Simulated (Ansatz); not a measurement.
Process, species as SMILES: FS(=O)F + 3 [H][H] (H2) → 2 F (HF) + O (H2O) + S (H2S)
B3LYP-D3(BJ)/def2-TZVP geometries, fixed; electronic energies without zero-point terms.

Basis-set convergence of the energy of full hydrogenation at r2SCAN with Ansatz (a first-principles code). Cartesian d functions, on some or all atoms, in 6-31G*, 6-31+G*, 6-311G**, 6-311+G**; all else is spherical. The program fits the integrals of some runs and decomposes those of others, by size. No added dispersion term, no relativity. Functions are those of the species that has most. Reference: the value in pcseg-4, -49.39 kcal/mol, itself unsure by roughly 0.56 kcal/mol (its mean distance from aug-pcseg-3, aug-cc-pV(Q+d)Z, cc-pV(5+d)Z). Deviations are taken from unrounded values.

```
basis            functions  energy of full hydrogenation (kcal/mol)
---------------  ---------  ---------------------------------------
def2-SVP                60                                   -66.18
def2-SVPD               96                                   -83.71
pcseg-1                 60                                   -69.24
aug-pcseg-1             96                                   -77.37
6-31G*                  64                                   -34.87
6-31+G*                 80                                   -53.33
cc-pV(D+d)Z             65                                   -54.21
aug-cc-pV(D+d)Z        101                                   -69.12
6-311G**                81                                   -70.28
6-311+G**               97                                   -82.16
pcseg-2                124                                   -54.82
aug-pcseg-2            188                                   -54.06
cc-pV(T+d)Z            129                                   -46.20
aug-cc-pV(T+d)Z        193                                   -51.85
def2-TZVP              130                                   -45.25
def2-TZVPD             166                                   -49.37
def2-TZVPP             135                                   -50.33
def2-TZVPPD            171                                   -52.79
cc-pV(Q+d)Z            229                                   -47.67
aug-cc-pV(Q+d)Z        329                                   -50.37
def2-QZVPP             241                                   -49.65
def2-QZVPPD            277                                   -50.59
pcseg-3                244                                   -49.78
aug-pcseg-3            344                                   -49.75
```

What the diffuse functions change, pair by pair:
- def2-SVP to def2-SVPD: 36 more functions, deviation -16.79 to -34.32 kcal/mol
- pcseg-1 to aug-pcseg-1: 36 more functions, deviation -19.85 to -27.98 kcal/mol
- 6-31G* to 6-31+G*: 16 more functions, deviation 14.52 to -3.94 kcal/mol
- cc-pV(D+d)Z to aug-cc-pV(D+d)Z: 36 more functions, deviation -4.82 to -19.73 kcal/mol
- 6-311G** to 6-311+G**: 16 more functions, deviation -20.89 to -32.77 kcal/mol
- pcseg-2 to aug-pcseg-2: 64 more functions, deviation -5.43 to -4.67 kcal/mol
- cc-pV(T+d)Z to aug-cc-pV(T+d)Z: 64 more functions, deviation 3.19 to -2.46 kcal/mol
- def2-TZVP to def2-TZVPD: 36 more functions, deviation 4.14 to 0.02 kcal/mol
- def2-TZVPP to def2-TZVPPD: 36 more functions, deviation -0.94 to -3.40 kcal/mol
- cc-pV(Q+d)Z to aug-cc-pV(Q+d)Z: 100 more functions, deviation 1.72 to -0.98 kcal/mol
- def2-QZVPP to def2-QZVPPD: 36 more functions, deviation -0.26 to -1.20 kcal/mol
- pcseg-3 to aug-pcseg-3: 100 more functions, deviation -0.39 to -0.36 kcal/mol

They bring the value nearer the reference by more than 0.56 kcal/mol in 5 of 12 pairs.
